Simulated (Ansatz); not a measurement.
PbO (Pbcm, No. 57), treated with PBEsol (Ansatz, a program for electronic structure, PAW).

Numerical settings: plane-wave cutoff 500 eV, 6×6×6 k mesh, gaussian smearing 0.02 eV, scalar-relativistic PAW data made under PBE.

Cell (relaxed at this level):

```
CELL_PARAMETERS angstrom
      4.71098     0.00000     0.00000
      0.00000     5.54165     0.00000
      0.00000     0.00000     5.94080
ATOMIC_POSITIONS crystal
  Pb 0.25000 0.98844 0.22887
  Pb 0.75000 0.01156 0.77113
  Pb 0.75000 0.51156 0.22887
  Pb 0.25000 0.48844 0.77113
  O  0.25000 0.09260 0.86490
  O  0.75000 0.90740 0.13510
  O  0.75000 0.40740 0.86490
  O  0.25000 0.59260 0.13510
```

Task: Predict the band gap.

Result: 
- band gap: 2.05 eV (on the SCF k mesh)

Note: the cell has widely spaced layers and the level no dispersion term, so their spacing and the moduli can rest on weak binding.

Spin–orbit coupling is not included; with these elements it can move the gap by several tenths of an eV or more.

Static lattice: no zero-point or thermal effects.

Cost on a shared machine: roughly 5 core-minutes.
